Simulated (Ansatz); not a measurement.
## Band gap of PbSeO4 (P2₁/c, No. 14) at several levels of theory

No measured value is used here.

| level (code) | value (eV) | cell (Å³/atom) |
|---|---|---|
| LDA (Ansatz) | 3.31 | 14.27 |
| PBEsol (Ansatz) | 3.32 | 14.97 |
| r²SCAN (Ansatz) | 4.06 | 15.09 |
| r²SCAN-D4 (Ansatz) | 4.07 | 14.90 |
| r²SCAN+rVV10 (Ansatz) | 4.02 | 14.75 |
| HSE06 (Ansatz) | 5.01 | 15.09 |
| PBE0 (Ansatz) | 5.73 | 15.09 |

Computed values are for a static lattice. Spin–orbit coupling is included only where a level's name says +SOC; with heavier elements it mostly lowers gaps and can invert bands.  LDA, PBEsol, r²SCAN, r²SCAN-D4, r²SCAN+rVV10, HSE06, PBE0: the gap is read on the k mesh or supercell of the run alone and can be too large. LDA: LDA has no dispersion term either, though it tends to give short spacings of layers, chains or molecules. PBEsol, r²SCAN, HSE06, PBE0: the cell comes from a level without a dispersion term, which matters for the spacing of layers, chains or molecules. Values are at the level's own relaxed cell; HSE06 at the r²SCAN cell; PBE0 at the r²SCAN cell. K meshes differ between the levels. Ansatz's density-functional and Hartree–Fock values are scalar-relativistic unless marked +SOC, with PAW data made under PBE.

Ansatz is a first-principles code.
